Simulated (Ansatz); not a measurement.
**SiClO (sextet): wave-function methods side by side, def2-TZVPP**

One table from this session's results is given with a row withheld; the runs are named, their logs left out.

Program: Ansatz 0.2.0, Gaussian basis. Level of theory: def2-TZVPP, core rule «outside noble gas», up to 11 orbitals frozen. These are calculated values, not measurements.

To be run: UHF; ROHF; CCSD(T) on UHF.

**The geometry**

The geometry is a PBE0/def2-TZVP stationary point (not a proven minimum) of the parent state, kept for this charge and spin.

3 atoms, charge 0, spin multiplicity 6.

Atoms are counted from 1 here; the program's logs count them from 0.

Bond lengths: Cl1–Si2 2.047 Å, Si2–O3 1.723 Å. Angles: Cl1–Si2–O3 117.5°.

Set-up of the first run:

The input, in.yaml:

```yaml
crystal:
  periodic: [false, false, false]
  atoms:
    - {symbol: Cl, position_ang: [0.000000, -0.182593, 1.317915]}
    - {symbol: Si, position_ang: [0.000000, 0.559430, -0.589798]}
    - {symbol: O, position_ang: [0.000000, -0.577421, -1.885025]}
basis:
  gaussian: {orbitals: def2-TZVPP}
magnetization: {spin_polarized: true, initial_magnetization: 5}
hamiltonian: {xc: hf}
output: {orbitals: {seedname: orbitals}}
```

Started as:

```bash
> ansatz run in.yaml --threads 1 --pin off --events-out ev --progress --plain --max-ram 2816MiB --backend cpu
```

Steps of the session up to this table: UHF; ROHF; CCSD(T) on UHF.

One of the session's tables, all rows but one given; the rest of the session is left out.

```
  method  from UCCSD(T) (meV)
    ROHF             +12637.8
     UHF             +12371.0
    UMP2              +1706.7
   UCCSD                    ?
UCCSD(T)                    0
```

Estimate the missing values for UCCSD.

The run gave: from UCCSD(T) (meV): +517.2. In the column «from UCCSD(T) (meV)» it lies between UCCSD(T) (0) and UMP2 (+1706.7).
